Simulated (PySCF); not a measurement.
Gas-phase reaction: Al(CH3)Cl2 + H = AlHCl2 + CH3

Computed with PySCF and rigid-rotor harmonic-oscillator thermochemistry at 1 bar. † marks an energy on the PBE0/def2-TZVP geometry and frequencies; other levels use their own. MP2 freezes the core. 6-31G* has spherical d functions here. Open shells (unrestricted): H (multiplicity 2), CH3 (multiplicity 2); the rest are closed-shell singlets. B3LYP is the form with VWN-RPA correlation. Al(CH3)Cl2, AlHCl2: computed as isolated molecules; such fragments, hydroxides, amides, oligomers or adducts are transient or little studied in the gas. MP2 isn't extrapolated to the basis-set limit.

```csv
level,"ΔH°(298 K), kJ"
B3LYP/6-31G*,___
BLYP/def2-TZVP†,___
MP2/def2-SVP†,17
MP2/def2-TZVPP†,18
PBE0/def2-SVP†,10
PBE0/def2-TZVP,3
r2SCAN/def2-TZVP†,___
LDA/def2-TZVP†,___
```

### Question
Some entries are withheld; supply them.

### Answer

- B3LYP/6-31G*, ΔH°(298 K), kJ: -14
- BLYP/def2-TZVP†, ΔH°(298 K), kJ: -19
- r2SCAN/def2-TZVP†, ΔH°(298 K), kJ: -11
- LDA/def2-TZVP†, ΔH°(298 K), kJ: 31
